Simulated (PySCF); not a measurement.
# One shape, several levels: doublet H3NO+

Aim: a comparison of 6 runs (UB3LYP/STO-6G, NEVPT2(3,3)/STO-6G, UCCSDT/STO-6G, UCISD/STO-6G, ROCCSD(T)/STO-6G, UCCSD(T)/STO-6G) of doublet H3NO+. 

The results are computed with PySCF 2.14.0.

8 further runs of the same task are left out: 8 set aside as unsound or not needed.

## Step 1: The structure to begin with

H3NO+ has 5 atoms, charge +1, and is taken as a doublet. As SMILES of the parent species, `NO`. The coordinates come from a PBE0-D4/def2-TZVP relaxation. This is one conformer, not always the lowest. That shape belongs to the parent species and isn't relaxed for this state.

Bond lengths: N1–O2 1.422 Å, N1–H3 1.016 Å, N1–H4 1.016 Å, O2–H5 0.960 Å. Angles: N1–O2–H5 102.8°, O2–N1–H3 104.5°, O2–N1–H4 104.5°, H3–N1–H4 106.0°.

## Step 2: A single-point energy at UB3LYP/STO-6G (run 1)

The input, run.py:

```python
from pyscf import gto, dft

mol = gto.M(
    atom='''
N     -0.165120    -0.361290    -0.321170
O      0.364460     0.666040     0.508060
H     -0.162690    -1.190020     0.266770
H     -1.141650    -0.109840    -0.446210
H      1.105010     0.995100    -0.007440
''',
    max_memory=1860,
    spin=1,
    charge=1,
    verbose=3,
    basis='sto-6g',
)

mf = dft.UKS(mol, xc='b3lyp')
mf.conv_tol = 1e-10
mf.grids.level = 5
mf.kernel()
if not mf.converged:
    mf = mf.newton().run(mf.mo_coeff, mf.mo_occ)

energy = mf.e_tot
print('Final energy', energy)
```

The run is started by

```sh
$ OMP_NUM_THREADS=1 python run.py
```

The log of the run:

```text
converged SCF energy = -130.856241069494  <S^2> = 0.75318772  2S+1 = 2.0031852
Final energy -130.85624106949433
```

Wall time 5.4 s (1 thread of Arm Neoverse V1, shared host); peak memory 0.18 GiB.

## Step 3: A single-point energy at NEVPT2(3,3)/STO-6G (run 2)

The input, calc.py:

```python
import numpy
from pyscf import gto, scf, mp, mcscf, mrpt

mol = gto.Mole()
mol.atom = [
    ('N', (-0.165120, -0.361290, -0.321170)),
    ('O', (0.364460, 0.666040, 0.508060)),
    ('H', (-0.162690, -1.190020, 0.266770)),
    ('H', (-1.141650, -0.109840, -0.446210)),
    ('H', (1.105010, 0.995100, -0.007440)),
]
mol.max_memory = 1860
mol.spin = 1
mol.basis = 'sto-6g'
mol.verbose = 3
mol.charge = 1
mol.build()

mf = mol.ROHF()
mf.conv_tol = 1e-10
mf.kernel()
if not mf.converged:
    mf = mf.newton().run(mf.mo_coeff, mf.mo_occ)

pt = mp.MP2(scf.addons.convert_to_uhf(mf)).run()
noons, natorbs = mcscf.addons.make_natural_orbitals(pt)
print('natural occupations', numpy.round(noons[:40], 4))
cas = mcscf.CASSCF(mf, 3, 3)
cas.fix_spin_(ss=0.75)
cas.natorb = True
cas.kernel(natorbs)
e_pt2 = mrpt.NEVPT(cas).kernel()
energy = cas.e_tot + e_pt2
print('E = %.10f Eh' % energy)
```

The run is started by

```sh
$ OMP_NUM_THREADS=1 python calc.py
```

The log of the run:

```text
converged SCF energy = -130.218252239379
E(UMP2) = -130.304311445141  E_corr = -0.0860592057625215
E(SCS-UMP2) = -130.311903858792  E_corr = -0.0936516194135367
natural occupations [2.     2.     1.9983 1.9962 1.9917 1.9875 1.9851 1.9734 1.0056 0.0283
 0.0124 0.0122 0.0092]
CASSCF energy = -130.248327888011
CASCI E = -130.248327888011  E(CI) = -4.53486404262202  S^2 = 0.7500000
Sr    (-1)',   E = -0.00021427674187
Si    (+1)',   E = -0.00699552386681
Sijrs (0)  ,   E = -0.03179281541745
Sijr  (+1) ,   E = -0.00481745128573
Srsi  (-1) ,   E = -0.00285011387678
Srs   (-2) ,   E = -0.00045481381519
Sij   (+2) ,   E = -0.00292791844276
Sir   (0)' ,   E = -0.01416958414879
Nevpt2 Energy = -0.064222497595379
E = -130.3125503856 Eh
```

Wall time 0.94 s (1 thread of Arm Neoverse V1, shared host); peak memory 0.12 GiB.

Run 3 isn't shown in full; the table further down has it.

## Step 4: The energy at UCISD/STO-6G (run 4)

The input, input.py:

```python
from pyscf import gto, scf, ci

mol = gto.M(
    atom='''
N     -0.312032    -0.682739    -0.606923
O      0.688730     1.258633     0.960094
H     -0.307440    -2.248812     0.504122
H     -2.157406    -0.207568    -0.843215
H      2.088166     1.880466    -0.014060
''',
    charge=1,
    max_memory=1860,
    unit='bohr',
    verbose=4,
    spin=1,
    basis='sto-6g',
)

mf = scf.UHF(mol)
mf.conv_tol = 1e-10
mf.kernel()
if not mf.converged:
    mf = mf.newton().run(mf.mo_coeff, mf.mo_occ)

cisd = ci.CISD(mf, frozen=2)
cisd.kernel()
e_tot = cisd.e_tot
print('E(%s) = %.9f' % ('CISD', e_tot))
```

The run is started by

```sh
$ OMP_NUM_THREADS=1 python input.py
```

The log of the run:

```text
PySCF version 2.14.0

[... 97 lines left out ...]
converged SCF energy = -130.220530741959  <S^2> = 0.76045958  2S+1 = 2.0104324
[... 1 line left out ...]
******** <class 'pyscf.ci.ucisd.UCISD'> ********
CISD nocc = (np.int64(7), np.int64(6)), nmo = (11, 11)
frozen orbitals 2
max_cycle = 50
direct = 0
conv_tol = 1e-09
max_cycle = 50
max_space = 12
lindep = 0
nroots = 1
Init t2, MP2 energy = -0.0859778724498697
UCISD converged
E(UCISD) = -130.332746388244  E_corr = -0.1122156462848718
E(CISD) = -130.332746388
```

Run time: 0.8 s. Hardware: 1 thread of Arm Neoverse V1, shared host; peak memory 0.1 GiB.

Run 5 isn't shown in full; the table further down has it.

## Step 5: The energy at UCCSD(T)/STO-6G (run 6)

The input, job.py:

```python
from pyscf import gto, scf, cc

molecule = gto.M(
    atom='''
N   -0.165120  -0.361290  -0.321170
O    0.364460   0.666040   0.508060
H   -0.162690  -1.190020   0.266770
H   -1.141650  -0.109840  -0.446210
H    1.105010   0.995100  -0.007440
''',
    spin=1,
    max_memory=1860,
    basis='sto-6g',
    verbose=4,
    charge=1,
)

myscf = scf.UHF(molecule)
myscf.conv_tol = 1e-10
myscf.kernel()
if not myscf.converged:
    myscf = myscf.newton().run(myscf.mo_coeff, myscf.mo_occ)

mycc = cc.CCSD(myscf, frozen=2)
mycc.kernel()
e_t = mycc.ccsd_t()
energy = mycc.e_tot + e_t
print('Final energy', energy)
```

The run is started by

```sh
$ OMP_NUM_THREADS=1 python job.py
```

The log of the run:

```text
PySCF version 2.14.0

[... 97 lines left out ...]
converged SCF energy = -130.220530730712  <S^2> = 0.76045959  2S+1 = 2.0104324
[... 12 lines left out ...]
Init t2, MP2 energy = -0.0859779014190651
[... 20 lines left out ...]
UCCSD converged
[... 2 lines left out ...]
Final energy -130.33911024739083
```

Run time: 0.88 s. Hardware: 1 thread of Arm Neoverse V1, shared host; peak memory 0.1 GiB.

## Step 6: All runs side by side

```tsv
run	level	integration grid	active selection	energy (Eh)	HOMO energy (eV)	LUMO energy (eV)	⟨S²⟩	wall time
1	UB3LYP/STO-6G	5	–	-130.856241	-15.16	-12.70	0.753	5.4 s
2	NEVPT2(3,3)/STO-6G	–	mp2 natural orbitals	-130.312550	–	–	–	0.94 s
3	UCCSDT/STO-6G	–	–	-130.339552	-20.95	-5.89	0.760	1.6 s
4	UCISD/STO-6G	–	–	-130.332746	-20.95	-5.89	0.760	0.8 s
5	ROCCSD(T)/STO-6G	–	–	-130.339089	–	–	0.750	0.99 s
6	UCCSD(T)/STO-6G	–	–	-130.339110	-20.95	-5.89	0.760	0.88 s
```

## Step 7: What came out

```
                                                         quantity          value
                                              run 6: total energy  -130.33911 Eh
run 6: HOMO energy (Hartree–Fock orbitals) (highest over α and β)      -20.95 eV
 run 6: LUMO energy (Hartree–Fock orbitals) (lowest over α and β)       -5.89 eV
               run 6: correlation energy (2 core orbitals frozen)     -118.6 mEh
                                            run 6: (T) correction      -1.23 mEh
                         run 6: ⟨S²⟩ of the reference determinant          0.760
                                             run 6: T1 diagnostic          0.026
```

**Reading.** In runs 1, 2, 3, 4, 5, 6 the basis is minimal, so the values are rough. All runs together took 11 s, the longest 5.4 s.
